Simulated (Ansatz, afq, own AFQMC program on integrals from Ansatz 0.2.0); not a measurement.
Two steps: Ansatz 0.2.0 writes the Fock matrix and Cholesky factors of the valence space, and afq projects on them the lowest state that overlaps trial and start.

```yaml
crystal:
  periodic: [false, false, false]
  atoms:
    - {symbol: O, position_ang: [0.000000, 0.000000, 0.000000]}
    - {symbol: H, position_ang: [0.000000, 0.000000, 0.973108]}
basis:
  gaussian: {orbitals: cc-pVDZ}
total_charge: 1
magnetization: {spin_polarized: true, initial_magnetization: 2}
correlation: {method: ccsd_t, electrons: outside_noble_gas, hamiltonian_folder: ham}
```

```sh
$ ansatz run in.yaml --threads 1 --pin off --events-out ev --progress --plain --max-ram 1382MiB
```

afq runs on the folder ham with

```
--method phaseless --trial hf --walkers 80 --populations 1 --least-time 40 --time-step 0.04 --steps-per-block 25 --equilibration-blocks 3 --max-blocks 60 --target-error 0.00058 --factor-cut 1e-05 --start determinant --seed 9434 --release-times 0.3,0.6,0.9,1.2 --release-step 0.05 --release-every 1 --taylor-order 6
```

Times are imaginary, in 1/Eh. The walk had a cap of 213 s.

afq prints:

```
orbitals 18  electrons 4 2  factors 114 of 175
reference energy -74.98208830 Eh
CCSD correlation -0.12413783 Eh in 9 cycles, weight of the determinant in the CISD state 0.9666
energy of the start -74.982088 Eh
 block  time / (1/Eh)  mean weight  energy / Eh
     1     1.000  1.0123  -75.095846
     2     2.000  1.0207  -75.099163
     3     3.000  1.0167  -75.086560
     4     4.000  0.9981  -75.117461
     5     5.000  0.9929  -75.131273
    11    11.000  1.0006  -75.130547
    17    17.000  1.0130  -75.107387
    23    23.000  1.0069  -75.094088
    29    29.000  1.0011  -75.091133
    35    35.000  1.0193  -75.129705
    41    41.000  0.9906  -75.113870
    42    42.000  1.0050  -75.140339
    44    44.000  0.9862  -75.086279
    47    47.000  0.9877  -75.096764
    53    53.000  1.0197  -75.128768
    59    59.000  0.9931  -75.094573
    63    63.000  1.0031  -75.123503
blocks merged  error / Eh  count
     1  0.001866  60
     2  0.002100  30
     4  0.002132  15
released: time / (1/Eh)  energy / Eh  error  mean overlap
  0.30  -75.109813  0.001819  0.9912
  0.60  -75.109755  0.001343  0.9847
  0.90  -75.107421  0.001803  0.9844
  1.20  -75.109017  0.001671  0.9800
energy -75.108858 +/- 0.002100 Eh
(rows thinned)
```

The run failed at least one of its tests; the cautions name the faults.

Against this walk (error 57.1 meV) on the same determinant: CCSD(T) 37.9 meV higher (within the noise), CCSDT(Q) 30.8 meV higher (within the noise), CCSDTQ 30.5 meV higher (within the noise), full CI (a separate run on its own orbitals, whose frozen core shifts it by up to a few meV) 33.1 meV higher (within the noise), a separate phaseless walk with a CISD trial and standard settings 31.4 ± 57.2 meV higher (within the noise). The error is statistical and leaves out the bias of the constraint. Released to 1.20 1/Eh the energy moves by -4 ± 73 meV (both errors), within twice the noise.

Cautions: constraint bias not in the error; error not settled; error above the target (57.1 against 15.8 meV); lower spins were not checked; full CI with its own frozen core; the time-step error isn't removed.

The walk took 14 s on 1 thread of Arm Neoverse N1 (shared host). The log's last line is the phaseless energy.

CCSDT and higher add their correlation energy to the determinant of the CCSD(T) run, since their own runs factorise the integrals more tightly (a shift of under 2 meV). A walk keeps the symmetry of its determinant, which the program's search chose and which needn't be the lowest solution, so a lower state of the same spin and another symmetry isn't excluded.
